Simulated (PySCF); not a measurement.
**OF2: structure of the singlet**

Aim: relax OF2 as a singlet from a bent start, check by its vibrations whether the end is a minimum, and collect its spectrum and constants.

The runs use PySCF 2.14.0; PBE, basis O def2-TZVP, F def2-TZVP, no relativity, density fitting.

## (1) The system as given

3 atoms, charge 0, spin multiplicity 1.

Bond lengths: O1–F2 1.270 Å, O1–F3 1.270 Å. Angles: F2–O1–F3 110.0°.

```xyz
3
charge 0 multiplicity 1
O     0.0000    0.0000    0.0000
F     1.0403    0.0000    0.7284
F    -1.0403    0.0000    0.7284
```

## (2) First SCF at the start

One driver script runs all steps and calls PySCF; scf.py shows how it sets up the SCF of each step. The optimiser is the driver's own. After this first run the driver tries any further starts and a stability analysis.

Input file scf.py:

```python
from pyscf import gto, scf, dft
mol = gto.M(atom='''
O      0.000000     0.000000     0.000000
F      1.040300     0.000000     0.728400
F     -1.040300     0.000000     0.728400''',
    basis={'O': 'def2-TZVP', 'F': 'def2-TZVP'},
    charge=0, spin=0)
mf = dft.RKS(mol, xc='PBE')
mf.grids.atom_grid = (50, 194)
aux = {'O': 'def2-universal-JKFIT', 'F': 'def2-universal-JKFIT'}
mf = mf.density_fit(auxbasis=aux)
mf.conv_tol = 1e-08
mf.diis_space = 10
mf.max_cycle = 60
mf.init_guess = 'minao'
mf.verbose = 4
mf.kernel()
```

The run is started by

```bash
> OMP_NUM_THREADS=2 python axn.py task.json out
```

After this run come: Bent start, singlet: relaxation; Frequencies.

Q: Predict the outcome of this session. Wanted: minimum; geometry; wavenumbers; dipole moment; highest occupied, lowest empty level; polar-tensor charge of O1; zero-point energy; atomisation energy.

**Answer**, as computed:

```
                                 quantity                           value
                                  minimum                    singlet, C2v
                                 geometry  O–F 1.421 Å (×2); F–O–F 104.7°
                       wavenumbers (cm⁻¹)    450 (a1), 798 (b2), 971 (a1)
                            dipole moment                          0.27 D
     highest occupied, lowest empty level                 -7.63, -4.40 eV
                polar-tensor charge of O1                         +0.53 e
                        zero-point energy                     13.3 kJ/mol
                      entropy at 298.15 K                 247.8 J/(mol K)
atomisation energy (no zero-point energy)                      519 kJ/mol
```

What this shows: The bent start keeps its C2v symmetry and ends in a minimum. The strongest infrared band lies at 798 cm⁻¹ (b2). Other starts or spin states, not run here, may lie lower.
